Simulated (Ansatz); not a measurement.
We consider diamond, described by PBE0 (Ansatz, a program for electronic structure, plane waves, PAW).

Run with plane-wave cutoff 520 eV, 12×12×12 k mesh, scalar-relativistic PAW data made under PBE.

Computed at the level's own relaxed cell.

Elastic tensor (GPa, Voigt notation, ions relaxed):

```
 1138.5   136.9   136.9     0.0     0.0     0.0
  136.9  1138.5   136.9     0.0     0.0     0.0
  136.9   136.9  1138.5     0.0     0.0     0.0
    0.0     0.0     0.0   609.5     0.0     0.0
    0.0     0.0     0.0     0.0   609.5     0.0
    0.0     0.0     0.0     0.0     0.0   609.5
```

Worked from these constants: the tetragonal shear constant is C′ = (C11 − C12)/2 = 500.8 GPa against C44 = 609.5 GPa, so the tetragonal shear is the softer. The Zener ratio C44/C′ is 1.22 (1 for an isotropic solid), and the Cauchy pressure C12 − C44 is -472.6 GPa. With C11 + 2C12 = 1412.3 GPa all three Born conditions hold; they don't test modes at the zone boundary.

Measured, for comparison: elastic constant C11 1081 GPa, elastic constant C12 125 GPa, elastic constant C44 579 GPa (low temperature, zero-point motion not removed; as tabulated in Tanner et al. (2021), arXiv:2110.11888). Computed (rounded) less measured: elastic constant C11 +5 %, elastic constant C12 +10 %, elastic constant C44 +5 %.

Static lattice: no zero-point or thermal effects.
